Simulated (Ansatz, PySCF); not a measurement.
This Ansatz (an electronic-structure program) input computes a CAM-B3LYP/def2-TZVPD energy:

Ansatz 0.2 input:
```yaml
crystal:
  periodic: [false, false, false]
  atoms:
    - {symbol: C, position_ang: [-0.07333892, 0.62108440, 0.12511202]}
    - {symbol: O, position_ang: [0.04964478, -0.69228382, -0.18453082]}
    - {symbol: H, position_ang: [-1.17755159, 0.85327864, 0.11267856]}
    - {symbol: H, position_ang: [0.62329492, -1.20666677, 0.43207005]}
    - {symbol: H, position_ang: [0.46134704, 0.96838311, 1.00345248]}
    - {symbol: H, position_ang: [0.13578494, 1.19676917, -0.82262667]}
basis:
  gaussian:
    orbitals: def2-TZVPD
hamiltonian:
  xc: {name: CAM-B3LYP}
total_charge: 1
magnetization: {spin_polarized: true, initial_magnetization: 1}
output: {forces: true}
```

Write an input for the same energy in PySCF and say what it gives.


```python
from pyscf import gto, scf, dft

mol = gto.M(
    atom='''
    C    -0.07333892    0.62108440    0.12511202
    O     0.04964478   -0.69228382   -0.18453082
    H    -1.17755159    0.85327864    0.11267856
    H     0.62329492   -1.20666677    0.43207005
    H     0.46134704    0.96838311    1.00345248
    H     0.13578494    1.19676917   -0.82262667
    ''',
    basis='def2-tzvpd',
    charge=1,
    spin=1,
    verbose=4,
)

mf = dft.UKS(mol, xc='camb3lyp').density_fit(auxbasis='def2-universal-jkfit')
mf.grids.level = 3
mf.conv_tol = 1e-9
mf.max_cycle = 100
mf.max_memory = 1500
mf.kernel()
if not mf.converged:
    mf = mf.newton()
    mf.kernel(mf.make_rdm1())
for _ in range(2):
    mo, _, stable, _ = mf.stability(return_status=True)
    if stable:
        break
    mf.kernel(mf.make_rdm1(mo, mf.mo_occ))
mf.analyze()
```
It gives -115.32899 Eh, and Ansatz -115.32892 Eh, a difference of 0.07 mEh, from the treatment of integrals and grids.
